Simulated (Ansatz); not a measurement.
Two structures of SiNH₆F, singlet, reached by relaxing down either side of one saddle point (PBE0-D4/def2-TZVP). Energies are electronic, without zero-point energy. Computed with Ansatz 0.2.0 (basis: def2-TZVPP and def2-QZVPP); correlated methods freeze the cores. Extrapolation: Hartree–Fock as exp(−7.88 √X), correlation as X^−2.97. First:

```
atom    x (Å)    y (Å)    z (Å)
 Si1   0.1675  -0.7735   0.7727
  F2   1.0041  -1.2065  -0.5284
  H3  -0.2625  -2.0352   1.4142
  H4   1.0946   0.0352   1.5935
  N5  -1.2119   0.1550   0.4435
  H6   1.2139   1.1122  -1.9292
  H7   1.2089   1.8452  -2.0728
  H8  -2.0641  -0.2617   0.1074
  H9  -1.1504   1.1294   0.1991
```

Second:

Si1  (0.594, 0.147, 0.708)
F2  (-0.115, -0.818, -2.380)
H3  (1.165, -1.166, 1.091)
H4  (0.985, 1.214, 1.661)
N5  (-1.113, 0.063, 0.655)
H6  (0.446, -0.260, -1.891)
H7  (1.250, 0.506, -0.606)
H8  (-1.558, -0.596, 0.035)
H9  (-1.654, 0.909, 0.728)
(Å)

Question: Which bonds change from the first to the second?

Answer: SiNH₄F ([NH2][SiH2][F]) + H₂ → SiNH₅ ([NH2][SiH3]) + HF; bonds formed: Si1–H7, F2–H6; bonds broken: Si1–F2, H6–H7.

Question: Give the saddle point's structure and its height above each. (Judge from chemistry; the value comes from the calculation.)

Answer: By the calculation: 247.5 kJ/mol above the first and 118.5 kJ/mol above the second (CCSD(T) at an estimated basis limit (MP2 extrapolated from triple and quadruple zeta, plus CCSD(T) − MP2 in triple zeta)).
Si1  (0.425, -0.071, 0.318)
F2  (0.102, -0.914, -1.437)
H3  (1.154, -1.300, 0.690)
H4  (0.928, 0.987, 1.248)
N5  (-1.244, 0.139, 0.466)
H6  (0.871, 0.012, -1.414)
H7  (1.321, 0.704, -0.895)
H8  (-1.919, -0.339, -0.104)
H9  (-1.638, 0.783, 1.127)
(Å)

T1 diagnostic: at most 0.013.

Labels in which every atom is bracketed show which atoms are joined, not bond orders.

For scale, one of the runs: CCSD(T)/def2-TZVPP, 188 basis functions, launched by `ansatz run in.yaml --threads 2 --pin off --events-out ev --progress --plain --max-ram 4352MiB`. The run took 35 s on 2 CPU threads of an Arm Neoverse V2 (shared host), with 2 GiB of host memory at its peak.
